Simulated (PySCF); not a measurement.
# C4H8F2: excited states, first hyperpolarisability

Wanted: excited states, first hyperpolarisability for C4H8F2 (`CCC(C)(F)F`).

Computed with PySCF 2.14.0 and routines of our own; the level stands in each step. Atoms count from 0.

## 1. The starting structure

14 atoms, charge 0, multiplicity 1; geometry from: GFN2-xTB.

## 2. Relaxing the molecule at PBE0-D3(BJ)/def2-SVP

What the job is given:

```
{"job": {"xc": "PBE0", "basis": "def2-SVP", "d3": "d3bj", "grid": 2, "kind": "geom"}, "charge": 0, "multiplicity": 1}
C     -1.528150    -0.228594     0.564530
C     -0.615321    -0.581596    -0.602929
C      0.609138     0.325063    -0.691659
C      1.505839     0.355487     0.532289
F      1.352124    -0.057268    -1.780236
F      0.210439     1.600922    -0.989913
H     -2.445587    -0.806997     0.499815
H     -1.052848    -0.449207     1.516636
H     -1.785382     0.827409     0.535654
H     -0.263337    -1.611488    -0.524976
H     -1.160589    -0.477852    -1.543628
H      0.984211     0.831698     1.356541
H      1.788165    -0.656888     0.805887
H      2.400620     0.928837     0.299823
```

Command:

```console
OMP_NUM_THREADS=1 python excited_run.py task.json out
```

One launch serves the whole session: the jobs run in the order shown.

Output:

```text
step   0  E = -356.30468773  max force = 0.013449
step   1  E = -356.30561283  max force = 0.003607
step   2  E = -356.30595491  max force = 0.001706
step   3  E = -356.30606090  max force = 0.000596
step   4  E = -356.30613168  max force = 0.001016
step   5  E = -356.30620844  max force = 0.001269
step   6  E = -356.30623203  max force = 0.000943
step   7  E = -356.30623837  max force = 0.000261
optimisation converged
```

Run time: 40 s. Hardware: 1 thread of Arm Neoverse V2, shared host; peak memory 0.67 GiB.

The steps of the relaxation:

```
step  energy from step 0 (eV)  largest force component (eV/Å)
   0                   0.0000                          0.6916
   1                  -0.0252                          0.1855
   2                  -0.0345                          0.0877
   3                  -0.0374                          0.0306
   4                  -0.0393                          0.0522
   5                  -0.0414                          0.0653
   6                  -0.0420                          0.0485
   7                  -0.0422                          0.0134
```

Distances of close pairs at the start and the end, largest changes first:

```
  bond  before (Å)  after (Å)  change (Å)
 C0–H7       1.087      1.101      +0.014
 C0–H6       1.086      1.099      +0.013
 C0–H8       1.087      1.100      +0.013
C3–H12       1.086      1.098      +0.012
C3–H11       1.085      1.098      +0.012
C3–H13       1.088      1.098      +0.011
 C1–C2       1.526      1.516      -0.011
 C1–H9       1.091      1.101      +0.010
```

The end geometry stands in the next job.

```
                         at the end point                value
  point group (found at 0.08 Å tolerance)                   C1
rotational constants (GHz, main isotopes)  4.805, 2.683, 2.614
                        dipole moment (D)                 2.20
```

## 3. Excited states: TDA CAM-B3LYP/def2-TZVPD

What the job is given:

```
{"job": {"kind": "states", "xc": "CAM-B3LYP", "basis": "def2-TZVPD", "tda": true, "soc": true, "nstates": 6, "ntriplets": 5, "nquad": 4}, "charge": 0, "multiplicity": 1}
C     -1.627046    -0.143554     0.331880
C     -0.577837    -0.411320    -0.732318
C      0.713125     0.360750    -0.547019
C      1.491811     0.091789     0.715395
F      1.517518     0.092369    -1.616452
F      0.435092     1.696996    -0.608108
H     -2.566512    -0.661033     0.090536
H     -1.306766    -0.491485     1.325912
H     -1.842848     0.932800     0.402009
H     -0.322241    -1.481392    -0.783811
H     -0.954960    -0.127237    -1.727670
H      0.905309     0.371085     1.600282
H      1.758189    -0.971849     0.780015
H      2.412046     0.691316     0.695638
```

Method: TDA CAM-B3LYP/def2-TZVPD excited states, vertical, gas phase, spin-orbit mean-field couplings.

Output:

```text
coarse grid: 11480 points
cycle   1  E = -356.8580610891  dE =  6.594e-01  |g| = 7.805e-01  |ddm| = 3.588e+00
cycle   2  E = -356.8209127425  dE =  3.715e-02  |g| = 9.949e-01  |ddm| = 1.714e+00
cycle   3  E = -356.9611820067  dE = -1.403e-01  |g| = 6.382e-02  |ddm| = 6.844e-01
cycle   4  E = -356.9618093639  dE = -6.274e-04  |g| = 3.056e-02  |ddm| = 1.211e-01
cycle   5  E = -356.9620048080  dE = -1.954e-04  |g| = 4.040e-03  |ddm| = 4.841e-02
cycle   6  E = -356.9620085422  dE = -3.734e-06  |g| = 8.230e-04  |ddm| = 8.318e-03
final grid: 111016 points
cycle   7  E = -356.9615138644  dE = -6.352e-05  |g| = 5.237e-03  |ddm| = 2.275e-01
cycle   8  E = -356.9615132277  dE =  6.367e-07  |g| = 5.786e-03  |ddm| = 1.934e-02
cycle   9  E = -356.9615187825  dE = -5.555e-06  |g| = 5.835e-04  |ddm| = 5.887e-03
cycle  10  E = -356.9615188209  dE = -3.838e-08  |g| = 2.636e-04  |ddm| = 1.177e-03
cycle  11  E = -356.9615188344  dE = -1.351e-08  |g| = 2.689e-05  |ddm| = 4.254e-04
cycle  12  E = -356.9615188346  dE = -1.770e-10  |g| = 6.543e-06  |ddm| = 9.143e-05
converged SCF energy = -356.9615188346

Singlet excitations
state   eV       nm        f     d(h-e)  d(exc)  Lambda  PR(NTO)  |dmu|/D   mu/D   main configurations
  1   8.7341   142.0   0.01036   0.981   3.747   0.298   1.048    3.529    1.441   H->L 0.92
  2   9.2438   134.1   0.00218   0.670   3.394   0.308   1.067    3.186    1.665   H-1->L 0.84
  3   9.4875   130.7   0.04633   0.634   3.818   0.275   1.287    2.462    1.451   H->L+1 0.79
  4   9.5867   129.3   0.00669   0.869   3.904   0.291   1.063    3.057    0.803   H->L+2 0.92
  5   9.8644   125.7   0.01248   0.420   3.727   0.255   1.206                     H->L+3 0.83
  6   9.9793   124.2   0.02362   0.793   3.541   0.285   1.347                     H-2->L 0.70

Triplet excitations (Tamm-Dancoff)
state   eV     d(h-e)  d(exc)  Lambda  PR(NTO)   main configurations
  1   8.5860   0.916   3.612   0.300   1.088   H->L 0.88
  2   8.9869   0.652   3.206   0.309   1.114   H-1->L 0.78
  3   9.2754   0.485   3.556   0.284   1.461   H->L+1 0.63
  4   9.4145   0.804   3.702   0.292   1.206   H->L+2 0.75
  5   9.6585   0.564   3.290   0.287   2.442   H-1->L+2 0.30, H-2->L 0.18, H-1->L+1 0.10
S1 - T1 = 0.1481 eV

Spin-orbit couplings |<S|Hso|T>| (cm-1)
             T1       T2       T3       T4       T5
S0        6.082    2.406    3.123   13.035   11.063
S1        0.193    7.923    5.394    2.038    1.835
S2        7.987    0.248    1.826    1.797    4.092
S3        3.947    2.609    0.551    1.671    1.999
S4        2.488    0.641    1.353    1.689    6.244
S5        2.133    0.899    2.952    2.593    2.869
S6        9.506    8.166    4.890    2.241    1.629
T1 sublevels (cm-1): 0.000 0.005 0.014   radiative rates (1/s): 228 5.04 122
```

Wall time 58 s (1 thread of Arm Neoverse V2, shared host); peak memory 1.1 GiB.

Key values:

```
  quantity    value
S1 less T1  0.15 eV
```

The fields below are evaluated on a grid from the run's orbitals.

Frontier orbitals at CAM-B3LYP/def2-TZVPD, with the share of their density that lies nearest to each atom:

```
orbital  energy (eV)                                                                       lies on
   HOMO       -10.70                       C1, C2 about 17 % each; F4, F5 about 15 % each; C3 11 %
   LUMO         0.78  H6, H7, H12 about 14 % each; H9, H11 about 11 % each; H8, H13 about 8 % each
```

ELF in a plane through or near 7 of the atoms.

Values, 10 rows by 14 columns:
```
0.00 0.00 0.00 0.00 0.00 0.00 0.00 0.00 0.00 0.00 0.00 0.00 0.00 0.00
0.00 0.00 0.00 0.00 0.00 0.00 0.00 0.00 0.00 0.00 0.00 0.00 0.00 0.00
0.00 0.00 0.00 0.00 0.07 0.88 0.55 0.00 0.65 0.45 0.02 0.00 0.00 0.00
0.00 0.00 0.10 0.41 0.37 0.99 0.98 0.04 0.98 0.84 0.17 0.10 0.00 0.00
0.00 0.00 0.84 0.99 0.95 0.16 0.43 0.04 0.55 0.34 0.93 0.94 0.18 0.00
0.00 0.00 0.47 0.86 0.54 0.92 0.45 0.79 0.90 0.58 0.84 0.93 0.09 0.00
0.00 0.00 0.00 0.01 0.33 0.72 0.41 0.73 0.91 0.54 0.02 0.02 0.00 0.00
0.00 0.00 0.00 0.13 0.72 0.72 0.60 0.08 1.00 0.99 0.22 0.00 0.00 0.00
0.00 0.00 0.00 0.00 0.07 0.27 0.17 0.00 0.32 0.16 0.00 0.00 0.00 0.00
0.00 0.00 0.00 0.00 0.00 0.00 0.00 0.00 0.00 0.00 0.00 0.00 0.00 0.00
```
The map spans 10.4 Å across and 8.7 Å up, centred on the molecule. Atoms in the plane (x, y in Å): C0 (1.6, 0.5), C2 (-0.7, -0.6), C3 (-1.5, 0.6), F4 (-1.4, -1.7), H10 (1.1, -1.6), H11 (-1.1, 1.5), H13 (-2.5, 0.5).

On the surface of density 0.002 e/bohr³ the electrostatic potential runs, from the 1st to the 99th percentile, from -1.01 V near F4 to 1.00 V near H12.

## 4. Excited states: TDDFT CAM-B3LYP/def2-TZVPD

Settings changed since step 3:

```diff
@@ -1,2 +1,2 @@
-{"job": {"kind": "states", "xc": "CAM-B3LYP", "basis": "def2-TZVPD", "tda": true, "soc": true, "nstates": 6, "ntriplets": 5, "nquad": 4}, "charge": 0, "multiplicity": 1}
+{"job": {"kind": "states", "xc": "CAM-B3LYP", "basis": "def2-TZVPD", "tpa": true, "nstates": 8, "nquad": 6, "ntriplets": 0}, "charge": 0, "multiplicity": 1}
 C     -1.627046    -0.143554     0.331880
```

Method: TDDFT CAM-B3LYP/def2-TZVPD excited states, vertical, gas phase, two-photon moments by quadratic response.

Output:

```text
coarse grid: 11480 points
cycle   1  E = -356.8580610891  dE =  6.594e-01  |g| = 7.805e-01  |ddm| = 3.588e+00
cycle   2  E = -356.8209127425  dE =  3.715e-02  |g| = 9.949e-01  |ddm| = 1.714e+00
cycle   3  E = -356.9611820067  dE = -1.403e-01  |g| = 6.382e-02  |ddm| = 6.844e-01
cycle   4  E = -356.9618093639  dE = -6.274e-04  |g| = 3.056e-02  |ddm| = 1.211e-01
cycle   5  E = -356.9620048080  dE = -1.954e-04  |g| = 4.040e-03  |ddm| = 4.841e-02
cycle   6  E = -356.9620085422  dE = -3.734e-06  |g| = 8.230e-04  |ddm| = 8.318e-03
final grid: 111016 points
cycle   7  E = -356.9615138644  dE = -6.352e-05  |g| = 5.237e-03  |ddm| = 2.275e-01
cycle   8  E = -356.9615132277  dE =  6.367e-07  |g| = 5.786e-03  |ddm| = 1.934e-02
cycle   9  E = -356.9615187825  dE = -5.555e-06  |g| = 5.835e-04  |ddm| = 5.887e-03
cycle  10  E = -356.9615188209  dE = -3.838e-08  |g| = 2.636e-04  |ddm| = 1.177e-03
cycle  11  E = -356.9615188344  dE = -1.351e-08  |g| = 2.689e-05  |ddm| = 4.254e-04
cycle  12  E = -356.9615188346  dE = -1.770e-10  |g| = 6.543e-06  |ddm| = 9.143e-05
converged SCF energy = -356.9615188346

Singlet excitations
state   eV       nm        f     d(h-e)  d(exc)  Lambda  PR(NTO)  |dmu|/D   mu/D   delta(TPA)   sigma/GM   main configurations
  1   8.7277   142.1   0.01031   0.981   3.748   0.298   1.048    3.518    1.441        8.45      0.236   H->L 0.92
  2   9.2372   134.2   0.00211   0.676   3.399   0.308   1.066    3.196    1.660       16.30      0.510   H-1->L 0.84
  3   9.4787   130.8   0.04467   0.621   3.817   0.276   1.290    2.390    1.384       22.03      0.725   H->L+1 0.79
  4   9.5768   129.5   0.00666   0.876   3.907   0.291   1.062    3.085    0.864       82.04      2.757   H->L+2 0.92
  5   9.8606   125.7   0.01152   0.412   3.726   0.256   1.214    2.341    4.524       22.32      0.795   H->L+3 0.83
  6   9.9650   124.4   0.02205   0.795   3.543   0.284   1.325    3.489    2.015       41.48      1.509   H-2->L 0.71
  7  10.0400   123.5   0.07944   0.380   3.518   0.283   1.237                                            H-1->L+2 0.67, H-1->L+1 0.17
  8  10.1359   122.3   0.00650   0.154   3.438   0.308   1.867                                            H->L+5 0.31, H->L+4 0.22, H-3->L 0.12
```

Wall time 72 s (1 thread of Arm Neoverse V2, shared host); peak memory 1.1 GiB.

## 5. First hyperpolarisability: quadratic response CAM-B3LYP/def2-TZVPD

Settings changed since step 4:

```diff
@@ -1,2 +1,2 @@
-{"job": {"kind": "states", "xc": "CAM-B3LYP", "basis": "def2-TZVPD", "tpa": true, "nstates": 8, "nquad": 6, "ntriplets": 0}, "charge": 0, "multiplicity": 1}
+{"job": {"kind": "beta", "xc": "CAM-B3LYP", "basis": "def2-TZVPD"}, "charge": 0, "multiplicity": 1}
 C     -1.627046    -0.143554     0.331880
```

Method: quadratic response CAM-B3LYP/def2-TZVPD first hyperpolarisability, Taylor convention, gas phase.

Output:

```text
coarse grid: 11480 points
cycle   1  E = -356.8580610891  dE =  6.594e-01  |g| = 7.805e-01  |ddm| = 3.588e+00
cycle   2  E = -356.8209127425  dE =  3.715e-02  |g| = 9.949e-01  |ddm| = 1.714e+00
cycle   3  E = -356.9611820067  dE = -1.403e-01  |g| = 6.382e-02  |ddm| = 6.844e-01
cycle   4  E = -356.9618093639  dE = -6.274e-04  |g| = 3.056e-02  |ddm| = 1.211e-01
cycle   5  E = -356.9620048080  dE = -1.954e-04  |g| = 4.040e-03  |ddm| = 4.841e-02
cycle   6  E = -356.9620085422  dE = -3.734e-06  |g| = 8.230e-04  |ddm| = 8.318e-03
final grid: 111016 points
cycle   7  E = -356.9615138644  dE = -6.352e-05  |g| = 5.237e-03  |ddm| = 2.275e-01
cycle   8  E = -356.9615132277  dE =  6.367e-07  |g| = 5.786e-03  |ddm| = 1.934e-02
cycle   9  E = -356.9615187825  dE = -5.555e-06  |g| = 5.835e-04  |ddm| = 5.887e-03
cycle  10  E = -356.9615188209  dE = -3.838e-08  |g| = 2.636e-04  |ddm| = 1.177e-03
cycle  11  E = -356.9615188344  dE = -1.351e-08  |g| = 2.689e-05  |ddm| = 4.254e-04
cycle  12  E = -356.9615188346  dE = -1.770e-10  |g| = 6.543e-06  |ddm| = 9.143e-05
converged SCF energy = -356.9615188346

Lowest singlets (eV, f): 8.7277 0.0103  9.2372 0.0021  9.4787 0.0447

First hyperpolarisability (au)
process     nm      |vector|   parallel      HRS      DR
static         -       79.33     -47.37      30.63   6.589
shg       1907.0       80.67     -48.18      31.16   6.583
eope      1907.0       79.77     -47.64          -       -
shg       1064.0       83.78     -50.03      32.39    6.57
eope      1064.0       80.77     -48.23          -       -
```

Wall time 54 s (1 thread of Arm Neoverse V2, shared host); peak memory 1.1 GiB.

## 6. Results

| quantity | value |
| --- | --- |
| point group | C1 |
| rotational constants (main isotopes) | 4.81, 2.68, 2.61 GHz |
| S1 less T1 (step 3, TDA CAM-B3LYP/def2-TZVPD) | 0.15 eV |
| surface potential, 1st and 99th percentile | -1.01 V and 1.00 V |
| β vector (step 5, quadratic response CAM-B3LYP/def2-TZVPD) | static 79, SHG 1907.0 nm 81, SHG 1064.0 nm 84 au |

What this shows: The optimisation took 7 steps and gained 0.042 eV; among the close pairs (by a distance rule), C0–H7 changed most, from 1.087 to 1.101 Å. No frequency check was run at this level, so the end point may be a saddle. In step 3, the number of triplets below S1 is 1, and the largest singlet-triplet spin-orbit coupling is S0–T4, 13.04 cm⁻¹. β grows from 79 au (static) to 84 au for doubling at 1064.0 nm: normal dispersion, which grows as twice the photon energy moves toward the bright states.
